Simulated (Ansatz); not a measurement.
# BH4 (doublet): B2PLYP, RPA-PBE over a scan of the distance B1–H4 along a hydrogen transfer, cc-pVTZ

Aim: run BH4 (doublet) with these functionals over a scan of the distance B1–H4 along a hydrogen transfer, and hold them against the top wave-function level at the same points.

Program: Ansatz 0.2.0, Gaussian basis. Level of theory: cc-pVTZ, all electrons in the functionals, frozen cores in the correlation of double hybrids and RPA. These are calculated values, not measurements.

Plan: B2PLYP, RPA-PBE, at 1.194 Å; 1.266 Å; 1.412 Å; 1.558 Å; 1.704 Å.

3 further runs of the same task are left out: 3 for a known fault of the program.

## (1) The system

The geometry derives from fragments relaxed apart (PBE0/def2-TZVP) and kept rigid, so it is no stationary point. A hydrogen atom is moved between rigid fragments.

5 atoms, charge 0, spin multiplicity 2.

Atoms are counted from 1 here; the program's logs count them from 0.

Bond lengths: B1–H2 1.193 Å, B1–H3 1.193 Å, B1–H4 1.193 Å. Angles: H2–B1–H3 120.0°, H2–B1–H4 120.0°, H3–B1–H4 120.0°.

As a file:

```tsv
atom	x (Å)	y (Å)	z (Å)
B1	-0.1663	0.0000	0.0000
H2	-0.7630	1.0336	0.0000
H3	-0.7630	-1.0336	0.0000
H4	1.0272	0.0000	0.0000
H5	2.2827	0.0000	0.0000
```

No dispersion term is added.

The geometry shown and the zero of energy belong to the point 1.194 Å. The yardstick, UCCSDT(Q), and other wave-function levels (R restricted, U unrestricted, valence and pair active spaces) come from earlier runs.

## (2) B2PLYP, 1.194 Å

Contents of in.yaml:

```yaml
crystal:
  periodic: [false, false, false]
  atoms:
    - {symbol: B, position_ang: [-0.166306, 0.000000, 0.000000]}
    - {symbol: H, position_ang: [-0.763040, 1.033571, 0.000000]}
    - {symbol: H, position_ang: [-0.763040, -1.033571, 0.000000]}
    - {symbol: H, position_ang: [1.027159, 0.000000, 0.000000]}
    - {symbol: H, position_ang: [2.282694, 0.000000, 0.000000]}
basis:
  gaussian: {orbitals: cc-pVTZ}
magnetization: {spin_polarized: true, initial_magnetization: 1}
hamiltonian: {xc: {name: B2PLYP}}
correlation: {electrons: outside_noble_gas}
```

On the command line:

```sh
ansatz run in.yaml --threads 2 --pin off --events-out ev --progress --plain --max-ram 24576MiB --backend cuda --devices 0, --max-vram 18GiB
```

What it wrote:

```text
Functional definition: B2PLYP
  name "B2PLYP"
  cite "Grimme, J. Chem. Phys. 124, 034108 (2006) doi:10.1063/1.2148954"
  cite "Becke, Phys. Rev. A 38, 3098 (1988) doi:10.1103/PhysRevA.38.3098"
  cite "Lee, Yang & Parr, Phys. Rev. B 37, 785 (1988) doi:10.1103/PhysRevB.37.785"
  parameter a = 0.53
  parameter c = 0.27
  exchange = (1 - a)*b88_x + a*exact_x
  correlation = (1 - c)*lyp_c + c*(mp2_os + mp2_ss)
469 factors; integrals over basis functions are off by at most 1.7e-3 eV
mean field evaluation 1: about -734.9756 eV, gradient 7.6e0 eV
mean field evaluation 2: about -734.9723 eV, gradient 7.6e0 eV
mean field evaluation 4: about -735.4893 eV, gradient 9.4e-1 eV
mean field evaluation 8: about -735.5018 eV, gradient 1.2e-2 eV
mean field evaluation 16: about -735.5018 eV, gradient 6.8e-6 eV
mean field -735.50182812 eV, -27.0291936425 hartree, gradient 6.8e-6 eV, S^2 0.755096; 0 other end points of the search recorded, 0 dependent functions left out
1 core orbitals not correlated: weight in the atoms' cores, before any rotation towards them, 1.000 or more for the frozen orbitals, at most 0.000 for the correlated occupied ones
reference -735.50195756 eV, -27.0291983991 hartree; 4, 3 occupied and 81, 82 virtual orbitals, 469 factors
second order -3.96011042 eV of doubles, -0.00000000 eV of singles
Total energy: -736.57118737 eV, -27.0684918700 hartree
```

Wall time 8.5 s (1 × H100 (card shared with other runs) with 2 threads of AMD EPYC 7R13, shared host); peak host memory 0.76 GiB.

From the report: ⟨S²⟩ of the determinant 0.755 (pure doublet: 0.75).

## (3) B2PLYP, 1.266 Å

Contents of in.yaml:

```yaml
crystal:
  periodic: [false, false, false]
  atoms:
    - {symbol: B, position_ang: [-0.171232, 0.000000, 0.000000]}
    - {symbol: H, position_ang: [-0.767965, 1.033571, 0.000000]}
    - {symbol: H, position_ang: [-0.767965, -1.033571, 0.000000]}
    - {symbol: H, position_ang: [1.094768, 0.000000, 0.000000]}
    - {symbol: H, position_ang: [2.277768, 0.000000, 0.000000]}
basis:
  gaussian: {orbitals: cc-pVTZ}
magnetization: {spin_polarized: true, initial_magnetization: 1}
hamiltonian: {xc: {name: B2PLYP}}
correlation: {electrons: outside_noble_gas}
```

Launched as before.

What it wrote, shortened:

```text
Functional definition: B2PLYP
  name "B2PLYP"
  cite "Grimme, J. Chem. Phys. 124, 034108 (2006) doi:10.1063/1.2148954"
  cite "Becke, Phys. Rev. A 38, 3098 (1988) doi:10.1103/PhysRevA.38.3098"
  cite "Lee, Yang & Parr, Phys. Rev. B 37, 785 (1988) doi:10.1103/PhysRevB.37.785"
[...]
472 factors; integrals over basis functions are off by at most 1.3e-3 eV
[...]
mean field -735.46266335 eV, -27.0277543637 hartree, gradient 1.3e-6 eV, S^2 0.757523; 0 other end points of the search recorded, 0 dependent functions left out
1 core orbitals not correlated: weight in the atoms' cores, before any rotation towards them, 1.000 or more for the frozen orbitals, at most 0.000 for the correlated occupied ones
reference -735.46279325 eV, -27.0277591372 hartree; 4, 3 occupied and 81, 82 virtual orbitals, 472 factors
second order -4.00815949 eV of doubles, -0.00000000 eV of singles
Total energy: -736.54499631 eV, -27.0675293662 hartree
```

Run time: 5.5 s. Hardware: 1 × H100 (card shared with other runs) with 2 threads of AMD EPYC 7R13, shared host; peak host memory 0.77 GiB.

From the report: ⟨S²⟩ of the determinant 0.758 (pure doublet: 0.75).

From 1.194 Å: +0.026 eV.

## (4) B2PLYP, 1.412 Å

Contents of in.yaml:

```yaml
crystal:
  periodic: [false, false, false]
  atoms:
    - {symbol: B, position_ang: [-0.181146, 0.000000, 0.000000]}
    - {symbol: H, position_ang: [-0.777880, 1.033571, 0.000000]}
    - {symbol: H, position_ang: [-0.777880, -1.033571, 0.000000]}
    - {symbol: H, position_ang: [1.230854, 0.000000, 0.000000]}
    - {symbol: H, position_ang: [2.267854, 0.000000, 0.000000]}
basis:
  gaussian: {orbitals: cc-pVTZ}
magnetization: {spin_polarized: true, initial_magnetization: 1}
hamiltonian: {xc: {name: B2PLYP}}
correlation: {electrons: outside_noble_gas}
```

Same command.

What it wrote, shortened:

```text
Functional definition: B2PLYP
  name "B2PLYP"
  cite "Grimme, J. Chem. Phys. 124, 034108 (2006) doi:10.1063/1.2148954"
  cite "Becke, Phys. Rev. A 38, 3098 (1988) doi:10.1103/PhysRevA.38.3098"
  cite "Lee, Yang & Parr, Phys. Rev. B 37, 785 (1988) doi:10.1103/PhysRevB.37.785"
[...]
471 factors; integrals over basis functions are off by at most 1.4e-3 eV
[...]
mean field -735.30304027 eV, -27.0218883235 hartree, gradient 3.0e-6 eV, S^2 0.763876; 0 other end points of the search recorded, 0 dependent functions left out
1 core orbitals not correlated: weight in the atoms' cores, before any rotation towards them, 1.000 or more for the frozen orbitals, at most 0.000 for the correlated occupied ones
reference -735.30317023 eV, -27.0218930996 hartree; 4, 3 occupied and 81, 82 virtual orbitals, 471 factors
second order -4.09070099 eV of doubles, -0.00000000 eV of singles
Total energy: -736.40765950 eV, -27.0624823315 hartree
```

Wall time 6 s (1 × H100 (card shared with other runs) with 2 threads of AMD EPYC 7R13, shared host); peak host memory 0.77 GiB.

From the report: ⟨S²⟩ of the determinant 0.764 (pure doublet: 0.75).

From 1.194 Å: +0.164 eV.

## (5) B2PLYP, 1.558 Å

Contents of in.yaml:

```yaml
crystal:
  periodic: [false, false, false]
  atoms:
    - {symbol: B, position_ang: [-0.191061, 0.000000, 0.000000]}
    - {symbol: H, position_ang: [-0.787794, 1.033571, 0.000000]}
    - {symbol: H, position_ang: [-0.787794, -1.033571, 0.000000]}
    - {symbol: H, position_ang: [1.366939, 0.000000, 0.000000]}
    - {symbol: H, position_ang: [2.257939, 0.000000, 0.000000]}
basis:
  gaussian: {orbitals: cc-pVTZ}
magnetization: {spin_polarized: true, initial_magnetization: 1}
hamiltonian: {xc: {name: B2PLYP}}
correlation: {electrons: outside_noble_gas}
```

Launched as before.

What it wrote, shortened:

```text
Functional definition: B2PLYP
  name "B2PLYP"
  cite "Grimme, J. Chem. Phys. 124, 034108 (2006) doi:10.1063/1.2148954"
  cite "Becke, Phys. Rev. A 38, 3098 (1988) doi:10.1103/PhysRevA.38.3098"
  cite "Lee, Yang & Parr, Phys. Rev. B 37, 785 (1988) doi:10.1103/PhysRevB.37.785"
[...]
472 factors; integrals over basis functions are off by at most 1.3e-3 eV
[...]
mean field -735.26302133 eV, -27.0204176547 hartree, gradient 2.2e-6 eV, S^2 0.764303; 2 other end points of the search recorded, 0 dependent functions left out
1 core orbitals not correlated: weight in the atoms' cores, before any rotation towards them, 1.000 or more for the frozen orbitals, at most 0.000 for the correlated occupied ones
reference -735.26315104 eV, -27.0204224216 hartree; 4, 3 occupied and 81, 82 virtual orbitals, 472 factors
second order -4.10035097 eV of doubles, -0.00000000 eV of singles
Total energy: -736.37024581 eV, -27.0611074037 hartree
```

Run time: 4.4 s. Hardware: 1 × H100 (card shared with other runs) with 2 threads of AMD EPYC 7R13, shared host; peak host memory 0.76 GiB.

From the report: ⟨S²⟩ of the determinant 0.764 (pure doublet: 0.75).

From 1.194 Å: +0.201 eV.

## (6) B2PLYP, 1.704 Å

Contents of in.yaml:

```yaml
crystal:
  periodic: [false, false, false]
  atoms:
    - {symbol: B, position_ang: [-0.200976, 0.000000, 0.000000]}
    - {symbol: H, position_ang: [-0.797709, 1.033571, 0.000000]}
    - {symbol: H, position_ang: [-0.797709, -1.033571, 0.000000]}
    - {symbol: H, position_ang: [1.503024, 0.000000, 0.000000]}
    - {symbol: H, position_ang: [2.248024, 0.000000, 0.000000]}
basis:
  gaussian: {orbitals: cc-pVTZ}
magnetization: {spin_polarized: true, initial_magnetization: 1}
hamiltonian: {xc: {name: B2PLYP}}
correlation: {electrons: outside_noble_gas}
```

Same command.

What it wrote, shortened:

```text
Functional definition: B2PLYP
  name "B2PLYP"
  cite "Grimme, J. Chem. Phys. 124, 034108 (2006) doi:10.1063/1.2148954"
  cite "Becke, Phys. Rev. A 38, 3098 (1988) doi:10.1103/PhysRevA.38.3098"
  cite "Lee, Yang & Parr, Phys. Rev. B 37, 785 (1988) doi:10.1103/PhysRevB.37.785"
[...]
468 factors; integrals over basis functions are off by at most 2.0e-3 eV
[...]
mean field -735.27444461 eV, -27.0208374523 hartree, gradient 4.0e-6 eV, S^2 0.757854; 2 other end points of the search recorded, 0 dependent functions left out
1 core orbitals not correlated: weight in the atoms' cores, before any rotation towards them, 1.000 or more for the frozen orbitals, at most 0.000 for the correlated occupied ones
reference -735.27457979 eV, -27.0208424203 hartree; 4, 3 occupied and 81, 82 virtual orbitals, 468 factors
second order -4.02788038 eV of doubles, -0.00000000 eV of singles
Total energy: -736.36210749 eV, -27.0608083262 hartree
```

Wall time 5.5 s (1 × H100 (card shared with other runs) with 2 threads of AMD EPYC 7R13, shared host); peak host memory 0.76 GiB.

From the report: ⟨S²⟩ of the determinant 0.758 (pure doublet: 0.75).

From 1.194 Å: +0.209 eV.

## (7) RPA-PBE, 1.194 Å

Contents of in.yaml:

```yaml
crystal:
  periodic: [false, false, false]
  atoms:
    - {symbol: B, position_ang: [-0.166306, 0.000000, 0.000000]}
    - {symbol: H, position_ang: [-0.763040, 1.033571, 0.000000]}
    - {symbol: H, position_ang: [-0.763040, -1.033571, 0.000000]}
    - {symbol: H, position_ang: [1.027159, 0.000000, 0.000000]}
    - {symbol: H, position_ang: [2.282694, 0.000000, 0.000000]}
basis:
  gaussian: {orbitals: cc-pVTZ}
magnetization: {spin_polarized: true, initial_magnetization: 1}
hamiltonian: {xc: {name: PBE}}
correlation: {method: rpa, electrons: outside_noble_gas}
```

Launched as before.

What it wrote:

```text
Functional definition: PBE
  name "PBE"
  cite "Perdew, Burke & Ernzerhof, Phys. Rev. Lett. 77, 3865 (1996) doi:10.1103/PhysRevLett.77.3865"
  parent pbe
  parameter kappa = 0.804
  parameter beta = 0.06672455060314922
  exchange = pbe_x(kappa = kappa, mu = beta*pi^2/3)
  correlation = pbe_c(beta = beta)
469 factors; integrals over basis functions are off by at most 1.7e-3 eV
mean field evaluation 1: about -734.3829 eV, gradient 1.4e1 eV
mean field evaluation 2: about -734.3762 eV, gradient 1.4e1 eV
mean field evaluation 4: about -735.8851 eV, gradient 1.7e0 eV
mean field evaluation 8: about -735.9058 eV, gradient 4.3e-2 eV
mean field evaluation 16: about -735.9058 eV, gradient 1.9e-6 eV
mean field -735.90584118 eV, -27.0440408486 hartree, gradient 1.9e-6 eV, S^2 0.752394; 0 other end points of the search recorded, 0 dependent functions left out
1 core orbitals not correlated: weight in the atoms' cores, before any rotation towards them, 1.000 or more for the frozen orbitals, at most 0.000 for the correlated occupied ones
reference -731.08930739 eV, -26.8670364966 hartree; 4, 3 occupied and 81, 82 virtual orbitals, 469 factors
Total energy: -738.49165189 eV, -27.1390676393 hartree
```

Wall time 11 s (1 × H100 (card shared with other runs) with 2 threads of AMD EPYC 7R13, shared host); peak host memory 0.86 GiB.

From the report: ⟨S²⟩ of the determinant 0.752 (pure doublet: 0.75).

## (8) RPA-PBE, 1.266 Å

Contents of in.yaml:

```yaml
crystal:
  periodic: [false, false, false]
  atoms:
    - {symbol: B, position_ang: [-0.171232, 0.000000, 0.000000]}
    - {symbol: H, position_ang: [-0.767965, 1.033571, 0.000000]}
    - {symbol: H, position_ang: [-0.767965, -1.033571, 0.000000]}
    - {symbol: H, position_ang: [1.094768, 0.000000, 0.000000]}
    - {symbol: H, position_ang: [2.277768, 0.000000, 0.000000]}
basis:
  gaussian: {orbitals: cc-pVTZ}
magnetization: {spin_polarized: true, initial_magnetization: 1}
hamiltonian: {xc: {name: PBE}}
correlation: {method: rpa, electrons: outside_noble_gas}
```

Same command.

What it wrote, shortened:

```text
Functional definition: PBE
  name "PBE"
  cite "Perdew, Burke & Ernzerhof, Phys. Rev. Lett. 77, 3865 (1996) doi:10.1103/PhysRevLett.77.3865"
  parent pbe
[...]
472 factors; integrals over basis functions are off by at most 1.3e-3 eV
[...]
mean field -735.92137514 eV, -27.0446117110 hartree, gradient 4.1e-7 eV, S^2 0.753187; 3 other end points of the search recorded, 0 dependent functions left out
1 core orbitals not correlated: weight in the atoms' cores, before any rotation towards them, 1.000 or more for the frozen orbitals, at most 0.000 for the correlated occupied ones
reference -730.99335956 eV, -26.8635104787 hartree; 4, 3 occupied and 81, 82 virtual orbitals, 472 factors
Total energy: -738.47004051 eV, -27.1382734358 hartree
```

Wall time 9 s (1 × H100 (card shared with other runs) with 2 threads of AMD EPYC 7R13, shared host); peak host memory 0.86 GiB.

From the report: ⟨S²⟩ of the determinant 0.753 (pure doublet: 0.75).

From 1.194 Å: +0.022 eV.

## (9) RPA-PBE, 1.412 Å

Contents of in.yaml:

```yaml
crystal:
  periodic: [false, false, false]
  atoms:
    - {symbol: B, position_ang: [-0.181146, 0.000000, 0.000000]}
    - {symbol: H, position_ang: [-0.777880, 1.033571, 0.000000]}
    - {symbol: H, position_ang: [-0.777880, -1.033571, 0.000000]}
    - {symbol: H, position_ang: [1.230854, 0.000000, 0.000000]}
    - {symbol: H, position_ang: [2.267854, 0.000000, 0.000000]}
basis:
  gaussian: {orbitals: cc-pVTZ}
magnetization: {spin_polarized: true, initial_magnetization: 1}
hamiltonian: {xc: {name: PBE}}
correlation: {method: rpa, electrons: outside_noble_gas}
```

Same command.

What it wrote, shortened:

```text
Functional definition: PBE
  name "PBE"
  cite "Perdew, Burke & Ernzerhof, Phys. Rev. Lett. 77, 3865 (1996) doi:10.1103/PhysRevLett.77.3865"
  parent pbe
[...]
471 factors; integrals over basis functions are off by at most 1.4e-3 eV
[...]
mean field -735.85452972 eV, -27.0421551869 hartree, gradient 2.8e-6 eV, S^2 0.754921; 5 other end points of the search recorded, 0 dependent functions left out
1 core orbitals not correlated: weight in the atoms' cores, before any rotation towards them, 1.000 or more for the frozen orbitals, at most 0.000 for the correlated occupied ones
reference -730.73810515 eV, -26.8541300522 hartree; 4, 3 occupied and 81, 82 virtual orbitals, 471 factors
Total energy: -738.35243176 eV, -27.1339513940 hartree
```

Wall time 4.1 s (1 × H100 (card shared with other runs) with 2 threads of AMD EPYC 7R13, shared host); peak host memory 0.86 GiB.

From the report: ⟨S²⟩ of the determinant 0.755 (pure doublet: 0.75).

From 1.194 Å: +0.139 eV.

## (10) RPA-PBE, 1.558 Å

Contents of in.yaml:

```yaml
crystal:
  periodic: [false, false, false]
  atoms:
    - {symbol: B, position_ang: [-0.191061, 0.000000, 0.000000]}
    - {symbol: H, position_ang: [-0.787794, 1.033571, 0.000000]}
    - {symbol: H, position_ang: [-0.787794, -1.033571, 0.000000]}
    - {symbol: H, position_ang: [1.366939, 0.000000, 0.000000]}
    - {symbol: H, position_ang: [2.257939, 0.000000, 0.000000]}
basis:
  gaussian: {orbitals: cc-pVTZ}
magnetization: {spin_polarized: true, initial_magnetization: 1}
hamiltonian: {xc: {name: PBE}}
correlation: {method: rpa, electrons: outside_noble_gas}
```

Same command.

What it wrote, shortened:

```text
Functional definition: PBE
  name "PBE"
  cite "Perdew, Burke & Ernzerhof, Phys. Rev. Lett. 77, 3865 (1996) doi:10.1103/PhysRevLett.77.3865"
  parent pbe
[...]
472 factors; integrals over basis functions are off by at most 1.3e-3 eV
[...]
mean field -735.82336602 eV, -27.0410099423 hartree, gradient 2.0e-6 eV, S^2 0.755028; 6 other end points of the search recorded, 0 dependent functions left out
1 core orbitals not correlated: weight in the atoms' cores, before any rotation towards them, 1.000 or more for the frozen orbitals, at most 0.000 for the correlated occupied ones
reference -730.68602511 eV, -26.8522161462 hartree; 4, 3 occupied and 81, 82 virtual orbitals, 472 factors
Total energy: -738.34567613 eV, -27.1337031290 hartree
```

Wall time 3.7 s (1 × H100 (card shared with other runs) with 2 threads of AMD EPYC 7R13, shared host); peak host memory 0.86 GiB.

From the report: ⟨S²⟩ of the determinant 0.755 (pure doublet: 0.75).

From 1.194 Å: +0.146 eV.

## (11) RPA-PBE, 1.704 Å

Contents of in.yaml:

```yaml
crystal:
  periodic: [false, false, false]
  atoms:
    - {symbol: B, position_ang: [-0.200976, 0.000000, 0.000000]}
    - {symbol: H, position_ang: [-0.797709, 1.033571, 0.000000]}
    - {symbol: H, position_ang: [-0.797709, -1.033571, 0.000000]}
    - {symbol: H, position_ang: [1.503024, 0.000000, 0.000000]}
    - {symbol: H, position_ang: [2.248024, 0.000000, 0.000000]}
basis:
  gaussian: {orbitals: cc-pVTZ}
magnetization: {spin_polarized: true, initial_magnetization: 1}
hamiltonian: {xc: {name: PBE}}
correlation: {method: rpa, electrons: outside_noble_gas}
```

Launched as before.

What it wrote, shortened:

```text
Functional definition: PBE
  name "PBE"
  cite "Perdew, Burke & Ernzerhof, Phys. Rev. Lett. 77, 3865 (1996) doi:10.1103/PhysRevLett.77.3865"
  parent pbe
[...]
468 factors; integrals over basis functions are off by at most 2.0e-3 eV
[...]
mean field -735.74406349 eV, -27.0380956281 hartree, gradient 1.7e-6 eV, S^2 0.753428; 6 other end points of the search recorded, 0 dependent functions left out
1 core orbitals not correlated: weight in the atoms' cores, before any rotation towards them, 1.000 or more for the frozen orbitals, at most 0.000 for the correlated occupied ones
reference -730.77653620 eV, -26.8555423674 hartree; 4, 3 occupied and 81, 82 virtual orbitals, 468 factors
Total energy: -738.36616516 eV, -27.1344560871 hartree
```

Wall time 3.5 s (1 × H100 (card shared with other runs) with 2 threads of AMD EPYC 7R13, shared host); peak host memory 0.86 GiB.

From the report: ⟨S²⟩ of the determinant 0.753 (pure doublet: 0.75).

From 1.194 Å: +0.125 eV.

## (12) The comparison

The yardstick is UCCSDT(Q), where the cluster series has nearly closed. It comes from earlier runs at the same points. Energies in eV, counted from 1.194 Å; blanks weren't run or aren't comparable.

```tsv
level	1.194 Å	1.266 Å	1.412 Å	1.558 Å	1.704 Å
UCCSDT(Q)	0.000	0.032	0.178	0.210	0.203
B2PLYP	0.000	0.026	0.164	0.201	0.209
RPA-PBE	0.000	0.022	0.139	0.146	0.125
```

Largest miss and mean time a point (UCCSDT(Q) took 11 s a point; shared hosts):

```tsv
level	largest miss (eV)	where	time a point
B2PLYP	-0.014	1.412 Å	6 s
RPA-PBE	-0.077	1.704 Å	6.3 s
```

## (13) What came out

| quantity | value |
| --- | --- |
| span of the UCCSDT(Q) curve | 0.210 eV |
| largest miss, B2PLYP | -0.014 eV (1.412 Å) |
| largest miss, RPA-PBE | -0.077 eV (1.704 Å) |

**Reading.** Of the functionals, B2PLYP keep the smallest largest miss at the points compared (at most 0.014 eV) and RPA-PBE strays most (0.077 eV, at 1.704 Å). Functionals and the yardstick converge differently with the basis, so part of each miss in cc-pVTZ is the basis.
